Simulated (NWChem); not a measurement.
Basis-set convergence for methanol (CH4O)

SMILES: OC
```xyz
6

C      0.6112    -0.2343     0.0000
O     -0.6665     0.3635     0.0000
H      0.8129    -0.8644     0.9017
H      1.3620     0.5821     0.0000
H      0.8129    -0.8644    -0.9017
H     -1.3230    -0.3553     0.0000
```
Charge 0, spin multiplicity 1.

The numbers come from NWChem runs, not from measurements. All single points use one geometry, from PBE/def2-SVP, a minimum by its harmonic frequencies.

Quantity: vertical ionisation energy at the level ΔMP2 (Δ: difference of total energies, the cation a doublet at the parent's geometry with its hole in an orbital of symmetry a" (Cs labels); it is the state that the SCF runs reached, from PBE0 orbitals for Hartree-Fock references, and need not be the lowest).

The correlated methods keep 2 core orbitals frozen. The Pople sets run with spherical d functions. The stability of the SCF solutions was not checked. Open-shell Hartree-Fock references start from PBE0 orbitals; any time given for them includes that run.

Relative cost: rough, from shared machines, SCF included, 6-31+G* = 1.

### Question
In def2-QZVP the value is 11.46 eV. Among 6-31+G*, cc-pVDZ, pcseg-1, def2-SVP, aug-pcseg-1, aug-cc-pVDZ, def2-TZVP, def2-TZVPP, cc-pVQZ, which is the smallest basis within 0.1 eV of it?

### Answer
cc-pVQZ, with 230 functions against 234. def2-QZVP isn't the basis-set limit itself, and a small set can land close by cancellation.

| basis | functions | vertical ionisation energy (eV) | relative cost |
|---|---|---|---|
| 6-31+G* | 44 | 11.08 | 1 |
| cc-pVDZ | 48 | 10.87 | under 3 |
| pcseg-1 | 48 | 11.12 | under 3 |
| def2-SVP | 48 | 10.97 | under 3 |
| aug-pcseg-1 | 82 | 11.28 | under 3 |
| aug-cc-pVDZ | 82 | 11.27 | under 3 |
| def2-TZVP | 86 | 11.30 | under 3 |
| def2-TZVPP | 118 | 11.35 | 6 |
| cc-pVQZ | 230 | 11.44 | 200 |
| def2-QZVP | 234 | 11.46 | 300 |
